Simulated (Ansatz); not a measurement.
**(NaOH)2 ring (Na2H2O2): the relaxed shape and its frontier levels**

What does (NaOH)2 ring (Na2H2O2) look like as a singlet, and where do its frontier electrons sit?

The runs use Ansatz 0.2.0, Gaussian basis; RKS PBE0-D4/def2-TZVP.

Levels to be run: relaxation at r2SCAN-D4/def2-TZVP; a search for the lowest solution at PBE0-D4/def2-SVP; a single point at PBE0-D4/def2-TZVP.

## 1. Where the work starts

6 atoms, charge 0, spin multiplicity 1.

Atoms are counted from 1 here; the program's logs count them from 0.

Bond lengths: Na1–O2 2.020 Å, Na1–O4 2.027 Å, O2–Na3 2.028 Å, O2–H5 0.964 Å, Na3–O4 2.019 Å, O4–H6 0.963 Å. Angles: O2–Na1–O4 93.0°, Na1–O2–Na3 86.9°, Na1–O2–H5 136.9°, Na3–O2–H5 136.1°, O2–Na3–O4 93.0°, Na1–O4–Na3 87.0°, Na1–O4–H6 136.0°, Na3–O4–H6 137.0°.

The start is a GFN2-xTB geometry.

## 2. Optimising with r2SCAN-D4/def2-TZVP

in.yaml reads:

```yaml
crystal:
  periodic: [false, false, false]
  atoms:
    - {symbol: Na, position_ang: [0.665710, -0.962240, -0.754340]}
    - {symbol: O, position_ang: [1.291060, 0.517460, 0.470170]}
    - {symbol: Na, position_ang: [-0.667550, 0.957950, 0.760030]}
    - {symbol: O, position_ang: [-1.290950, -0.520290, -0.465710]}
    - {symbol: H, position_ang: [2.135000, 0.876180, 0.767190]}
    - {symbol: H, position_ang: [-2.133270, -0.869070, -0.777330]}
basis:
  gaussian: {orbitals: def2-TZVP}
hamiltonian: {xc: r2scan, dispersion: d4}
scf: {lower_state_search: "off"}
output: {orbitals: {seedname: orbitals}}
relax: {f_tol: 0.02, max_steps: 100}
```

On the command line:

```sh
ansatz run in.yaml --threads 4 --pin off --events-out ev --progress --plain --max-ram 3916MiB
```

The runs that follow: Searching for the lowest solution, PBE0-D4/def2-SVP; Single point, PBE0-D4/def2-TZVP.

Before running them: what should the planned runs give, taken together? Wanted: point group; commonest bond, hydrogen aside; HOMO, LUMO at PBE0-D4/def2-TZVP; dipole at r2SCAN-D4/def2-TZVP.

As calculated:

```
                       quantity                           value
                    point group                             D2h
 commonest bond, hydrogen aside  Na–O, 4 of mean length 2.119 Å
HOMO, LUMO at PBE0-D4/def2-TZVP                 -5.85, -0.54 eV
  dipole at r2SCAN-D4/def2-TZVP                          0.00 D
```

In words: The molecule keeps its bonding pattern by the stored test; the atoms moved 0.09 Å (rms). No usable vibrations, so a minimum isn't proven. The HOMO lies nearest to O2, O4 about 44 % each and the LUMO to Na1, Na3 about 36 % each; H5, H6 about 9 % each.
